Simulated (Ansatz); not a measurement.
Structure relaxation of Ga2I

All numbers below come from Ansatz, DFT PBE, scalar-relativistic, plane waves, PAW. Cutoff 420 eV, Γ-centred k mesh, Gaussian smearing, no spin polarisation in the final step.

The start puts Ga2I on the sites of a reported Cr2B cell (I4/mcm, No. 140), with I in place of B, Ga in place of Cr, at a guessed volume.

```xyz
6
Lattice="-3.6161 3.6161 3.0101 3.6161 -3.6161 3.0101 3.6161 3.6161 -3.0101" Properties=species:S:1:pos:R:3 pbc="T T T"
Ga    1.2078    4.8239    0.0000
Ga    2.4083    1.2078    0.0000
Ga    2.4083   -1.2078    3.0101
Ga    1.2078    2.4083    3.0101
I     0.0000    0.0000    1.5050
I     0.0000    0.0000    4.5151
```

Cell and atoms relax at zero pressure; the relaxation can't lower the symmetry of the start. After a coarse first stage the cell is made exact in the group found at 0.06 Å.

Energies over the elements count from the elements' standard structures at the same level, with no empirical corrections.

(1) Which crystal results?

(2) What are its volume, energy, density and gap?

Answers

(1) It keeps I4/mcm (No. 140), but not the shape of the type it started on. Conventional cell: a = 5.750 Å, c = 10.541 Å. Ga has 5 Ga at 2.96–3.07 Å and 4 I at 3.37 Å; around I lie 8 Ga at 3.37 Å.

```xyz
6
Lattice="-2.8750 2.8750 5.2705 2.8750 -2.8750 5.2705 2.8750 2.8750 -5.2705" Properties=species:S:1:pos:R:3 pbc="T T T"
Ga    1.0847    3.9597    0.0000
Ga    1.7904    1.0847    0.0000
Ga    1.7904   -1.0847    5.2705
Ga    1.0847    1.7904    5.2705
I     0.0000    0.0000    2.6353
I     0.0000    0.0000    7.9058
```

(2) The volume per atom is 29.04 Å³ and the density is 5.08 g/cm³. The energy over the elements is -0.09 eV/atom and the gap on the 10×10×10 mesh is 0 eV (a metal).

The final run used a 10×10×10 mesh on its 6-atom cell and 0.10 eV smearing. The k mesh leaves about 4 meV/atom of noise in metals. Spin–orbit coupling is left out. Symmetry constrained the relaxation, so the result can be a saddle point.

Cost: 3 runs of about 9.7 core-minutes in all, on Arm Neoverse V1 (shared hosts).